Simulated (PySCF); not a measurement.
Bond length, frequency and bond energy of NaMg⁺ by level of theory

State: ¹Σ⁺ (singlet), closed shell. Set-up: Na 6-31G(d,p), Mg 6-31G(d,p); no relativity (PySCF 2.14). De refers to Na⁺ + Mg in their ground configurations, without counterpoise correction. A positive dipole points towards Mg; it is taken about the centre of mass and depends on that origin.

```json
{"Level": "RHF-MP2", "Re (Å)": "3.278", "ωe (cm⁻¹)": "148", "De (eV)": "0.53", "μ (D)": "n/a"}
{"Level": "RHF-SCS-MP2", "Re (Å)": "3.278", "ωe (cm⁻¹)": "148", "De (eV)": "0.53", "μ (D)": "n/a"}
{"Level": "RHF-CCSD", "Re (Å)": "3.272", "ωe (cm⁻¹)": "149", "De (eV)": "0.52", "μ (D)": "n/a"}
{"Level": "RHF-CCSD(T)", "Re (Å)": "3.271", "ωe (cm⁻¹)": "150", "De (eV)": "0.52", "μ (D)": "n/a"}
{"Level": "PBE", "Re (Å)": "3.203", "ωe (cm⁻¹)": "150", "De (eV)": "0.66", "μ (D)": "-2.75"}
{"Level": "revPBE", "Re (Å)": "3.250", "ωe (cm⁻¹)": "146", "De (eV)": "0.63", "μ (D)": "-2.82"}
{"Level": "TPSS", "Re (Å)": "3.247", "ωe (cm⁻¹)": "150", "De (eV)": "0.64", "μ (D)": "-2.79"}
{"Level": "r²SCAN", "Re (Å)": "3.254", "ωe (cm⁻¹)": "146", "De (eV)": "0.57", "μ (D)": "-3.13"}
{"Level": "PBE0", "Re (Å)": "3.207", "ωe (cm⁻¹)": "152", "De (eV)": "0.63", "μ (D)": "-2.82"}
{"Level": "r²SCAN0", "Re (Å)": "3.239", "ωe (cm⁻¹)": "148", "De (eV)": "0.57", "μ (D)": "-3.08"}
{"Level": "ωB97X", "Re (Å)": "3.244", "ωe (cm⁻¹)": "145", "De (eV)": "0.52", "μ (D)": "-3.26"}
```

The bond length runs from 3.203 Å (PBE) to 3.278 Å (RHF-SCS-MP2). De spans 0.52 eV (RHF-CCSD, coupled cluster) to 0.66 eV (PBE, GGA).

Correlated steps freeze 2 core orbitals. Closed-shell solutions of metal pairs were not tested for spin polarisation, which can lower them a little. Correlated levels converge slowly with the basis: in double zeta they bind strong bonds too weakly, by up to about 1 eV, and carry superposition errors of some tenths. For an ion De counts to the pair picked by the measured ionisation energies or electron affinities, which need not be the lowest pair at this level.
